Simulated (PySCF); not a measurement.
Stepwise substitution at one centre (Si H-F). Gas-phase values, no solvent. Strings in code marks are SMILES.

The HOMO–LUMO gap from two functionals at the same geometries (B3LYP-D3(BJ)/def2-TZVP), both in PySCF: PBE-D3(BJ)/def2-TZVP and B3LYP-D3(BJ)/def2-TZVP. B3LYP has the VWN-RPA correlation part, as in Gaussian. 

| species | B3LYP-D3(BJ)/def2-TZVP (eV) |
|---|---|
| 0 of 4 H replaced by F (`[SiH4]`) | 10.52 |
| 1 of 4 H replaced by F (`F[SiH3]`) | 9.21 |
| 2 of 4 H replaced by F (`F[SiH2]F`) | 9.75 |
| 3 of 4 H replaced by F | 11.75 |
| 4 of 4 H replaced by F (`F[Si](F)(F)F`) | 12.50 |

**Question.** What does PBE-D3(BJ)/def2-TZVP give for each?

**Answer.** 
- 0 of 4 H replaced by F (`[SiH4]`): 8.76
- 1 of 4 H replaced by F (`F[SiH3]`): 7.29
- 2 of 4 H replaced by F (`F[SiH2]F`): 7.80
- 3 of 4 H replaced by F: 9.69
- 4 of 4 H replaced by F (`F[Si](F)(F)F`): 9.98
Over these rows, drawn at random from the members with no instability flagged (it was tested for open shells, ions and some series alone), PBE minus B3LYP-D3(BJ): mean -2.04 eV, from -2.51 eV to -1.76 eV.
